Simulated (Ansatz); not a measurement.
System: rock-salt HfN. Method: r²SCAN+rVV10 (Ansatz, a quantum-chemistry and plane-wave program, PAW).

Numerical settings: plane-wave cutoff 600 eV, 16×16×16 k mesh, Fermi–Dirac smearing 0.1 eV, finite displacements, scalar-relativistic PAW data made under PBE.

Computed at the level's own relaxed cell.

```
HfN
1.0
    0.00000     2.25742     2.25742
    2.25742     0.00000     2.25742
    2.25742     2.25742     0.00000
Hf N
1 1
Direct
  0.00000   0.00000   0.00000
  0.50000   0.50000   0.50000
```

Harmonic phonon frequencies (cm⁻¹; i marks an imaginary mode):

```tsv
q point	frequencies
Γ	0 0 0 501 501 501
X	___
L	120 120 139 496 532 532
```

**Question.** Some entries are withheld; supply them.

**Answer.** 
- X, frequencies: 148 148 158 472 514 514

No imaginary mode appears at these points.
